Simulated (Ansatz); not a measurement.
# UPBE-QIDH/cc-pVTZ run of NS (Mononitrogen monosulfide)

Aim: the energy change on altering one bond length of NS (Mononitrogen monosulfide) at UPBE-QIDH/cc-pVTZ, from 2 runs. 

Program for the calculation: Ansatz 0.2.0.

34 further runs of the same task are left out: 34 set aside as unsound or not needed.

**1. The molecule**

NS has 2 atoms, charge 0, and is taken as a doublet. As SMILES, `[N]=S`. The coordinates come from a PBE0-D4/def2-TZVP relaxation.

Bond lengths: N1–S2 1.486 Å.

**2. A single-point energy at UPBE-QIDH/cc-pVTZ**

Input file input.yaml:

```yaml
basis:
  gaussian: {orbitals: cc-pVTZ}
crystal:
  periodic: [false, false, false]
  atoms:
    - {symbol: "N", position_ang: [-0.000000, -0.000000, -0.011220]}
    - {symbol: S, position_ang: [0.000000, 0.000000, 1.474400]}
magnetization: {spin_polarized: true, initial_magnetization: 1}
hamiltonian: {xc: {name: PBE-QIDH}}
correlation: {frozen_orbitals: {"N": 1, S: 5}}
accuracy: high
output: {orbitals: {seedname: orbitals}}
```

Run with:

```sh
$ ansatz run input.yaml --threads 1 --pin off --max-ram 3480MiB --events-out events.jsonl --progress --plain --runs-dir runs
```

Output:

```text
Warning: RAYON_NUM_THREADS=1 ignored (pool sized by the plan → 1); use --threads N
Functional definition: PBE-QIDH
  name "PBE-QIDH"
  parameter a = 3^(-1/3)
  parameter c = 1/3
  exchange = (1 - a)*pbe_x + a*exact_x
  correlation = (1 - c)*pbe_c + c*(mp2_os + mp2_ss)
899 factors; integrals over basis functions are off by at most 3.8e-9 eV
mean field evaluation 1: about -12309.8450 eV, gradient 2.1e1 eV
mean field evaluation 2: about -12309.9776 eV, gradient 2.1e1 eV
mean field evaluation 4: about -12312.1514 eV, gradient 1.8e0 eV
mean field evaluation 8: about -12312.1996 eV, gradient 3.9e-1 eV
mean field evaluation 16: about -12312.2260 eV, gradient 2.0e-1 eV
mean field evaluation 32: about -12312.2278 eV, gradient 2.7e-6 eV
mean field -12312.22781273 eV, -452.4660265902 hartree, gradient 7.6e-8 eV, S^2 0.861770; 2 other end points of the search recorded, 0 dependent functions left out
6 core orbitals not correlated: weight in the atoms' cores, before any rotation towards them, 1.000 or more for the frozen orbitals, at most 0.000 for the correlated occupied ones
reference -12312.22781327 eV, -452.4660266100 hartree; 6, 5 occupied and 52, 53 virtual orbitals, 899 factors
second order -10.62145527 eV of doubles, -0.00000000 eV of singles
Total energy: -12315.76829836 eV, -452.5961370372 hartree
```

Run time: 7.5 s. Hardware: 1 thread of Arm Neoverse V1, shared host; peak memory 0.16 GiB.

**3. The distorted shape**

Input file input.yaml:

```yaml
crystal:
  periodic: [false, false, false]
  atoms:
    - {symbol: N, position_ang: [-0.000000, -0.000000, -1.794000]}
    - {symbol: S, position_ang: [0.000000, 0.000000, 1.474400]}
basis:
  gaussian: {orbitals: cc-pVTZ}
magnetization: {spin_polarized: true, initial_magnetization: 1}
hamiltonian: {xc: {name: PBE-QIDH}}
correlation: {frozen_orbitals: {"N": 1, S: 5}}
accuracy: high
output: {orbitals: {seedname: orbitals}}
```

Run with:

```sh
$ ansatz run input.yaml --threads 1 --pin off --max-ram 3480MiB --events-out events.jsonl --progress --plain --runs-dir runs
```

Output, cut to the lines that bear on the results:

```text
Warning: RAYON_NUM_THREADS=1 ignored (pool sized by the plan → 1); use --threads N
[... 2 set-up lines as earlier in the session ...]
[...]
768 factors; integrals over basis functions are off by at most 3.4e-9 eV
[...]
mean field -12309.25415460 eV, -452.3567466695 hartree, gradient 2.9e-8 eV, S^2 2.741931; 5 other end points of the search recorded, 0 dependent functions left out
6 core orbitals not correlated: weight in the atoms' cores, before any rotation towards them, 1.000 or more for the frozen orbitals, at most 0.000 for the correlated occupied ones
reference -12309.25415528 eV, -452.3567466945 hartree; 6, 5 occupied and 52, 53 virtual orbitals, 768 factors
second order -6.55233136 eV of doubles, -0.00000000 eV of singles
Total energy: -12311.43826574 eV, -452.4370112733 hartree
```

It took 26 s on 1 thread of Arm Neoverse V1, shared host; peak memory 0.18 GiB.

**4. Summary of results**

Level: UPBE-QIDH/cc-pVTZ, 6 core orbitals frozen.

| quantity | value |
| --- | --- |
| first shape: total energy | -452.59614 Eh |
| first shape: HOMO energy (SCF part's orbitals) (highest over α and β) | -8.65 eV |
| first shape: LUMO energy (SCF part's orbitals) (lowest over α and β) | -1.49 eV |
| first shape: ⟨S²⟩ | 0.862 |
| distorted shape: total energy | -452.43701 Eh |
| distorted shape: HOMO energy (SCF part's orbitals) (highest over α and β) | -9.34 eV |
| distorted shape: LUMO energy (SCF part's orbitals) (lowest over α and β) | -1.76 eV |
| distorted shape: ⟨S²⟩ | 2.742 |
| energy change with the N1–S2 bond stretched from 1.486 to 3.268 Å | 4.330 eV |

What this shows: With the N1–S2 bond stretched from 1.486 to 3.268 Å the energy rises by 4.33 eV (418 kJ/mol). The first shape isn't relaxed at this level, so the change isn't measured from a minimum. ⟨S²⟩ (first shape) is 0.86 where a pure doublet has 0.75: the reference is spin-contaminated. ⟨S²⟩ (distorted shape) is 2.74 where a pure doublet has 0.75: the reference is spin-contaminated.
